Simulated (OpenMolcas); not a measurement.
**BH2F (SMILES [H]B([H])F): methods side by side**

BH2F: 4 atoms, total charge 0, spin state singlet. As SMILES, `[H]B([H])F`. The coordinates come from a GFN2-xTB relaxation.

```csv
atom,x (Å),y (Å),z (Å)
B,0.0300,0.0492,0.0006
H,1.1984,-0.0340,0.0156
H,-0.5783,1.0502,-0.0194
F,-0.6501,-1.0654,0.0032
```

Quantity: the energy change with the B1–F4 bond stretched from 1.306 to 2.285 Å, in eV. The values are calculated.

| level | kind | program | value (eV) | less FCI/STO-3G | CPU time (all runs) |
| --- | --- | --- | --- | --- | --- |
| HF/STO-3G (restricted) | Hartree–Fock | OpenMolcas | 8.12 | +2.31 | 3.2 s |
| SVWN5/STO-3G (restricted) | LDA | OpenMolcas | 6.94 | +1.13 | 7.1 s |
| r2SCAN/STO-3G (restricted) | meta-GGA | OpenMolcas | 6.79 | +0.98 | 9.7 s |
| B3LYP/STO-3G (restricted) | global hybrid | OpenMolcas | 6.84 | +1.03 | 7.9 s |
| B2PLYP/STO-3G (restricted) | double hybrid | OpenMolcas | 6.94 | +1.13 | 7.4 s |
| MRCI(2,2)/STO-3G | multireference | OpenMolcas | 5.72 | -0.09 | 3.6 s |
| CISD/STO-3G (restricted) | coupled cluster or CI | OpenMolcas | 5.96 | +0.15 | 3.6 s |
| FCI/STO-3G | exact in the basis | OpenMolcas | 5.81 | 0.00 | 8.2 s |

FCI/STO-3G is exact within its basis and frozen core, so for wave-function methods in that basis the difference is their error; functionals converge differently with the basis, so for them it is only a difference. Spin-restricted single references rise too steeply as a bond breaks, Hartree–Fock most of all. Perturbation and coupled-cluster corrections on them can overshoot downwards. The first shape isn't each level's own minimum. The values span 5.72 to 8.12 eV. All rows use very small basis sets, so even the best lies far from the true value. Times are those of the runs behind each value, whatever else they computed, on shared processors of several kinds: orders of magnitude only.
